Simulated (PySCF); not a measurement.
Dipole moment and polarisability of `C=CCC=C`

Species: C5H8.
Cartesian coordinates in Å at the GFN2-xTB level; atoms count from 1:
```
atom  x, y, z in Å
C1     2.2974    0.1647    0.4279
C2     1.1516    0.4521   -0.1597
C3     0.0555   -0.5394   -0.4158
C4    -1.1833   -0.1503    0.3352
C5    -2.3322    0.1659   -0.2310
H6     2.5306   -0.8351    0.7574
H7     3.0556    0.9100    0.6000
H8     0.9363    1.4636   -0.4796
H9    -0.1639   -0.5720   -1.4862
H10    0.3812   -1.5320   -0.0937
H11   -1.0754   -0.1235    1.4120
H12   -2.4609    0.1487   -1.3014
H13   -3.1970    0.4478    0.3455
```

Level: PBE0/def2-SVPD (PySCF), static field, nuclei fixed, core orbitals frozen in the response. The polarisability tensor in these axes (au):

```
x   85.76 -3.36  9.73
y   -3.36 50.32 -1.35
z    9.73 -1.35 52.92
```

Problem. Diagonalise the tensor; give its mean and Δα, where Δα² is half the sum of the squared differences of the eigenvalues.

Solution. Principal values 49.69, 50.55 and 88.76 au; mean 63.00 au = 9.34 Å³ = 10.39 × 10⁻⁴⁰ C²·m²/J; Δα = 38.65 au (61 % of the mean).

Problem. What is the dipole moment?

Solution. 0.13 D at this geometry.

Problem. Molar refractivity from α?

Solution. Lorentz–Lorenz: R = (4π/3)N_A α = 2.5225 cm³/(mol·Å³) × 9.34 Å³ = 23.5 cm³/mol, in the limit of long wavelengths.

Problem. What would n − 1 = 2πNα be for an ideal gas of these molecules at 350 K and 1 atm, electronic part alone?

Solution. N = p/kT = 2.0968 × 10¹⁹ cm⁻³, so n − 1 = 2π × N × 9.34 × 10⁻²⁴ cm³ = 1230 × 10⁻⁶ at long wavelengths, for an ideal gas.

Problem. Find the Langevin capture rate constant for O2+ (31.990 u) meeting this molecule (68.063 u), k = 2.342 × 10⁻⁹ cm³/s × √(α in Å³ / reduced mass in u).

Solution. The reduced mass is 21.76 u, so k = 1.53 × 10⁻⁹ cm³/s.

Problem. In TDDFT the mean static polarisability is Σ f/ω² over all singlet excitations (ω in hartree). How much of it do the 8 lowest give? Their energies (eV) and oscillator strengths: 6.51, 0.2984; 6.74, 0.0001; 7.32, 0.0361; 7.57, 0.0473; 7.74, 0.0039; 7.89, 0.5460; 7.95, 0.0031; 8.00, 0.0092.

Solution. They add up to 13.02 au, 20.7 % of the 63.00 au; the largest single term is 6.50 au, from the state at 7.89 eV. Terms in order: 5.22, 0.00, 0.50, 0.61, 0.05, 6.50, 0.04, 0.11 au. Higher excitations give the rest. The strengths listed sum to 0.944.

One conformer (not necessarily the lowest) at the GFN2-xTB geometry, without solvent, vibrations or thermal averaging.

The run behind these numbers computed excited states as well. The run took 16 s on one thread of an Arm Neoverse V1 (shared host).
